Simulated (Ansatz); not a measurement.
Geometry optimisation, Ansatz 0.2.0, UKS r2SCANh/6-31G*.

The input (input.yaml):

```yaml
crystal:
  periodic: [false, false, false]
  atoms:
    - { symbol: H, position_ang: [-0.918309, -0.136204, 0.458903] }
    - { symbol: C, position_ang: [-0.419942, -0.596444, -0.38375] }
    - { symbol: Si, position_ang: [1.052158, 0.443997, -0.931155] }
    - { symbol: O, position_ang: [-1.692412, 0.545656, 2.485057] }
    - { symbol: H, position_ang: [-1.145582, -0.696331, -1.193072] }
    - { symbol: H, position_ang: [-0.104871, -1.602016, -0.093551] }
    - { symbol: H, position_ang: [0.614013, 1.796582, -1.362718] }
    - { symbol: H, position_ang: [2.031028, 0.602687, 0.177667] }
    - { symbol: H, position_ang: [1.757889, -0.197354, -2.072747] }
    - { symbol: H, position_ang: [-1.173972, -0.160674, 2.915366] }
magnetization:
  spin_polarized: true
  initial_magnetization: 1
basis:
  gaussian: { orbitals: "6-31G*" }
hamiltonian:
  xc: r2scanh
relax:
  f_tol: 0.03
  max_steps: 50
```

Launched with:

```bash
$ ansatz run input.yaml --threads 2 --pin off --max-ram 3072MiB --backend cpu --events-out ev --progress --plain --runs-dir out
```

Q: Where does it end, and by what steps?

A: It converged. The force dipped under the threshold on the way, but the program's further checks kept it going. After 26 steps the energy has fallen by 0.088 eV; H10 moved furthest, 1.76 Å.

```tsv
step	energy less start (eV)	largest force component (eV/Å)	accepted
0	0.0000	0.331	yes
1	-0.0031	0.796	yes
2	-0.0149	0.096	yes
3	-0.0141	0.241	no
4	-0.0162	0.030	yes
5	-0.0170	0.032	yes
6	-0.0173	0.013	yes
7	-0.0207	0.067	yes
8	-0.0242	0.173	yes
9	-0.0298	0.268	yes
10	-0.0394	0.374	yes
11	-0.0577	0.059	yes
12	-0.0674	0.340	yes
13	-0.0575	1.190	no
14	-0.0744	0.131	yes
15	-0.0769	0.129	yes
16	-0.0820	0.032	yes
17	-0.0837	0.020	yes
18	-0.0681	1.211	no
19	-0.0847	0.093	yes
20	-0.0855	0.050	yes
21	-0.0859	0.202	yes
22	-0.0856	0.353	no
23	-0.0864	0.108	yes
24	-0.0870	0.128	yes
25	-0.0872	0.182	yes
26	-0.0878	0.013	yes
```

```xyz
10
Properties=species:S:1:pos:R:3
H -1.335 -0.780 0.079
C -0.588 -0.912 -0.709
Si 0.796 0.331 -0.484
O -1.065 0.878 2.320
H -1.080 -0.779 -1.677
H -0.210 -1.938 -0.660
H 0.286 1.730 -0.510
H 1.491 0.135 0.823
H 1.827 0.201 -1.551
H -0.123 1.135 2.369
```

Whether the end is a true minimum wasn't checked by a vibrational analysis.

Run time: 4.9 min on 2 threads of Arm Neoverse V2 (shared host), peak memory 0.22 GiB.
